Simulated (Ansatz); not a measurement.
`C[SiH3]` → H₂ + `C[SiH]`  (silylene formation by 1,1-elimination)

Isolated molecules relaxed with PBE0-D4/def2-TZVP in Ansatz; ΔE leaves out vibrations. CCSD(T)/CBS is extrapolated from def2-TZVPP and def2-QZVPP, frozen cores. DFT in def2-TZVPP.

`C[SiH3]`:

```xyz
8

C    -0.677   -0.430    0.575
Si    0.606    0.385   -0.515
H    -0.739   -1.501    0.366
H    -1.664    0.007    0.406
H    -0.427   -0.304    1.631
H     1.949   -0.213   -0.284
H     0.691    1.843   -0.227
H     0.261    0.214   -1.952
```

H₂:

Cartesian coordinates in Å:
```
H 0.121 0.275 -0.221
H -0.121 -0.275 0.221
```

`C[SiH]`:

Cartesian coordinates in Å:
```
C 0.280 -0.327 0.308
Si -1.128 -0.075 -0.931
H 1.225 0.022 -0.130
H 0.399 -1.360 0.635
H 0.113 0.309 1.187
H -0.889 1.431 -1.068
```

```json
{"level": "PBE0-D4", "ΔE (kJ/mol)": "264.3", "difference from CCSD(T)/CBS": "8.7"}
{"level": "HF/def2-SVP", "ΔE (kJ/mol)": "263.9", "difference from CCSD(T)/CBS": "8.3"}
{"level": "MP2/def2-SVP", "ΔE (kJ/mol)": "265.3", "difference from CCSD(T)/CBS": "9.7"}
{"level": "CCSD/def2-TZVPP", "ΔE (kJ/mol)": "252.1", "difference from CCSD(T)/CBS": "-3.5"}
{"level": "MP2/def2-QZVPP", "ΔE (kJ/mol)": "265.3", "difference from CCSD(T)/CBS": "9.7"}
{"level": "HF/CBS(def2)", "ΔE (kJ/mol)": "262.4", "difference from CCSD(T)/CBS": "6.8"}
{"level": "CCSD/CBS(def2)", "ΔE (kJ/mol)": "256.7", "difference from CCSD(T)/CBS": "1.1"}
{"level": "MP2/cc-pV(D+d)Z", "ΔE (kJ/mol)": "262.0", "difference from CCSD(T)/CBS": "6.4"}
{"level": "MP2/cc-pV(T+d)Z", "ΔE (kJ/mol)": "261.9", "difference from CCSD(T)/CBS": "6.3"}
{"level": "CCSD(T)/cc-pV(Q+d)Z", "ΔE (kJ/mol)": "253.9", "difference from CCSD(T)/CBS": "-1.7"}
{"level": "CCSD(T)/CBS", "ΔE (kJ/mol)": "255.6", "difference from CCSD(T)/CBS": "0"}
```

Largest T1 diagnostic among the species: 0.012.

From r2SCAN to r2SCAN0 (25 % exact exchange), in def2-TZVPP and without D4, ΔE moves by +5.6 kJ/mol. At CCSD(T), def2-SVP lies −4.4 kJ/mol from the extrapolated value and def2-TZVPP −4.5 kJ/mol.
